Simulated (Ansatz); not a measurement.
`CC[SiH]` + `C1=COCC1` → `CC1C=COC1` + `C[SiH]`  (formal exchange of groups at a C–C bond)

Computed with Ansatz on PBE0-D4/def2-TZVP structures; ΔE is electronic, products minus reactants. CCSD(T)/CBS is the MP2 limit (def2-TZVPP, def2-QZVPP) plus CCSD(T) − MP2 in def2-TZVPP, frozen cores. This one scheme is used for every species. DFT in def2-TZVPP. B3LYP here is the variant with VWN-RPA as its local correlation; programs differ in this.

`CC[SiH]`:

```xyz
9

C    -0.251   -0.441    0.820
C     0.157    0.684   -0.122
Si    0.967    0.312   -1.789
H    -0.819   -0.073    1.678
H     0.627   -0.961    1.213
H    -0.861   -1.183    0.301
H     0.710    1.470    0.403
H    -0.750    1.201   -0.504
H     0.220   -1.009   -2.000
```

`C1=COCC1`:

Z-matrix (Å, degrees):
```
C
C 1 1.535
O 1 1.439 2 106.8
H 1 1.095 2 111.4 3 -117.1
H 1 1.090 2 114.1 3 119.1
C 2 1.504 1 100.9 3 14.8
H 2 1.096 1 112.4 3 -104.1
H 2 1.093 1 111.5 3 135.6
C 3 1.356 1 106.3 2 -14.3
H 6 1.079 2 125.8 1 173.4
H 9 1.081 3 114.8 1 -172.8
```

`CC1C=COC1`:

Z-matrix (Å, degrees):
```
C
C 1 1.525
H 1 1.094 2 111.2
H 1 1.093 2 111.0 3 120.1
H 1 1.093 2 110.5 3 -120.3
C 2 1.507 1 112.4 3 178.1
C 2 1.538 1 113.7 3 65.3
H 2 1.095 1 108.9 3 -57.4
C 6 1.327 2 108.5 1 -108.2
H 6 1.079 2 125.4 1 66.5
O 7 1.438 2 107.1 1 102.8
H 7 1.091 2 113.4 1 -16.2
H 7 1.094 2 111.5 1 -139.9
H 9 1.081 6 129.9 2 175.3
```

`C[SiH]`:

Z-matrix (Å, degrees):
```
C
Si 1 1.892
H 1 1.098 2 109.5
H 1 1.098 2 109.7 3 -115.3
H 1 1.091 2 113.8 3 122.2
H 2 1.531 1 94.2 3 58.0
```

(1) Is it downhill or uphill in electronic energy at CCSD(T)/CBS, and by how much? (Estimate.)

(2) What do these levels give: r2SCAN-D4, ωB97X-V, B2PLYP, PBE, PBE0, B3LYP, HF/def2-TZVPP, SCS-MP2/def2-TZVPP, CCSD/def2-TZVPP, MP2/def2-QZVPP, HF/CBS(def2), CCSD/CBS(def2)? (Estimate.)

Largest T1 diagnostic among the species: 0.012.

## Answers

(1) The calculation gave: Downhill: ΔE = -19.3 kJ/mol.

(2) The calculation gave: r2SCAN-D4 -18.6, ωB97X-V -18.5, B2PLYP -17.4, PBE -14.3, PBE0 -15.2, B3LYP -14.8, HF/def2-TZVPP -16.4, SCS-MP2/def2-TZVPP -20.1, CCSD/def2-TZVPP -19.6, MP2/def2-QZVPP -21.2, HF/CBS(def2) -16.3, CCSD/CBS(def2) -18.7 kJ/mol.

In def2-TZVPP, CCSD(T) changes the Hartree–Fock value by −3.8 kJ/mol (the triples alone add −0.6 kJ/mol) and MP2 by −5.3 kJ/mol.
